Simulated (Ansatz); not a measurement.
A made-up structure of SiH$_{3}$S (charge -1), singlet:

```xyz
5
angstrom
Si -0.0051 0.0010 -0.0006
S 1.6092 -0.3026 0.1982
H -0.8324 -0.7022 1.1254
H -0.4916 -0.5356 -1.3871
H -0.2802 1.5395 0.0641
```

It is relaxed with PBE-D4/def2-SVPD and then PBE0-D4/def2-TZVPD (Ansatz 0.2.0). Atoms count as bonded within 1.22 times the sum of their covalent radii (H–H: 0.88 Å). The end point is not checked to be a true minimum.

(1) Does its bonding change? (Judge from chemistry; the calculation decides.)

Answers

(1) The calculation gives: No: no bond forms or breaks.

Where it ends: The first stage lowers the energy by 3.62 eV in 6 steps. It ends as SiH₃S ([SiH3][S]), total charge -1:
```json
{"atom": "Si1", "x (Å)": "-0.0063", "y (Å)": "0.0012", "z (Å)": "-0.0008"}
{"atom": "S2", "x (Å)": "1.9867", "y (Å)": "-0.3735", "z (Å)": "0.2447"}
{"atom": "H3", "x (Å)": "-0.9357", "y (Å)": "-0.6192", "z (Å)": "1.0217"}
{"atom": "H4", "x (Å)": "-0.6202", "y (Å)": "-0.4649", "z (Å)": "-1.3047"}
{"atom": "H5", "x (Å)": "-0.4245", "y (Å)": "1.4564", "z (Å)": "0.0390"}
```

Labels in which every atom is bracketed show which atoms are joined, not bond orders.

For scale, one of the runs: PBE0-D4/def2-TZVPD relaxation, 116 basis functions, launched by `ansatz run in.yaml --threads 2 --pin off --events-out ev --progress --plain --max-ram 4352MiB`. The run took about 9.5 s on 2 CPU threads of an Arm Neoverse V1 (shared host).
